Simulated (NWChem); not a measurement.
**A calculation on ozone (O₃)**

Program: NWChem. The geometry was optimised at PBE0/def2-SVP, a minimum by its harmonic frequencies.

The NWChem input:

```
start mol
memory heap 200 mb stack 900 mb global 1100 mb
geometry "system" units angstroms nocenter noautoz noautosym
  O     -1.060667     0.000000    -0.210198
  O      0.000000     0.000000     0.420396
  O      1.060667     0.000000    -0.210198
end
set geometry "system"
basis spherical
  * library 6-31g*
end
dft
  xc b3lyp
  semidirect memsize 60000000 filesize 0
  iterations 100
  convergence energy 1e-10 density 1e-9 gradient 1e-8
  tolerances tight
end
task dft energy
rt_tddft
  tmax 200.0
  dt 0.2
  tag "kick"
  print dipole
  field "kick"
    type delta
    polarization x
    max 0.0001
  end
  excite "system" with "kick"
end
task dft rt_tddft
```

Change of the dipole's x component after the kick, in units of 1e-4 a.u.:

```csv
time (a.u.),Δμ
0.0,0.000
0.4,0.492
0.8,0.946
1.2,1.062
1.6,0.954
2.0,0.787
2.4,0.637
2.8,0.506
3.2,0.414
3.6,0.392
4.0,0.415
4.4,0.408
4.8,0.306
5.2,0.123
5.6,-0.071
6.0,-0.222
6.4,-0.321
6.8,-0.371
7.2,-0.355
7.6,-0.273
8.0,-0.177
8.4,-0.122
8.8,-0.115
9.2,-0.118
9.6,-0.091
10.0,-0.008
10.4,0.143
10.8,0.354
11.2,0.587
11.6,0.777
12.0,0.845
12.4,0.743
12.8,0.487
13.2,0.166
13.6,-0.110
14.0,-0.273
14.4,-0.327
14.8,-0.320
15.4,-0.279
15.8,-0.238
16.2,-0.195
16.6,-0.182
17.0,-0.215
17.4,-0.254
17.8,-0.228
18.2,-0.110
18.6,0.042
19.0,0.141
19.4,0.157
19.8,0.123
20.2,0.077
20.6,0.036
21.0,0.016
21.4,0.032
21.8,0.072
22.2,0.072
22.6,-0.033
23.0,-0.238
23.4,-0.472
23.8,-0.654
24.2,-0.751
24.6,-0.768
25.0,-0.709
25.4,-0.568
25.8,-0.366
26.2,-0.162
26.6,-0.006
27.0,0.101
27.4,0.194
27.8,0.290
28.2,0.372
28.6,0.424
29.0,0.450
29.4,0.461
29.8,0.458
```
